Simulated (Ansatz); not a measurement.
in.yaml

```yaml
crystal:
  periodic: [false, false, false]
  atoms:
    - {symbol: B, position_ang: [0.000000, 0.000000, -0.524067]}
    - {symbol: S, position_ang: [0.000000, 0.000000, -2.121867]}
    - {symbol: H, position_ang: [0.000000, 0.000000, 2.645933]}
basis:
  gaussian: {orbitals: 6-31G}
correlation: {active_space: {ras: {orbitals: [5, 0, 13], electrons: 10, max_holes: 2, max_particles: 2}, fixed_orbitals: true}}
scf: {lower_state_search: off}
```

```sh
$ ansatz run in.yaml --threads 1 --pin off --events-out ev --progress --plain --max-ram 2393MiB
```

(1) Roughly how long does this take on 1 thread of Arm Neoverse V2, shared host, and how much host memory?

```
these checks for a lower state are left out or cut short: stability, starts, cluster_reference, orbital_swaps, neighbouring_geometries, increment
298 factors; integrals over basis functions are off by at most 1.5e-4 eV
mean field evaluation 1: about -11494.5542 eV, gradient 1.7e1 eV
mean field evaluation 2: about -11494.5592 eV, gradient 1.7e1 eV
mean field evaluation 4: about -11495.9383 eV, gradient 2.8e0 eV
mean field evaluation 8: about -11496.0170 eV, gradient 2.8e-3 eV
mean field -11496.01700929 eV, -422.4708328110 hartree, gradient 3.8e-6 eV, S^2 0.000000; 0 other end points of the search recorded, 0 dependent functions left out
reference -11496.01700929 eV, -422.4708328110 hartree; 11, 11 occupied and 13, 13 virtual orbitals, 298 factors
state -11501.55516950 eV, -422.6743564450 hartree
Total energy: -11501.55516950 eV, -422.6743564450 hartree
Checks for a lower state left out: stability, starts, cluster_reference, orbital_swaps, neighbouring_geometries, increment
```

Natural occupations: 1.9935 1.9782 1.9662 1.9662 1.5243 0.4745 0.0325 0.0325 0.0131 0.0049 0.0036 0.0036 0.0028 0.0020 0.0007 0.0007 0.0005 0.0001.

Answers

(1) 0.51 s wall and 0.23 GiB.
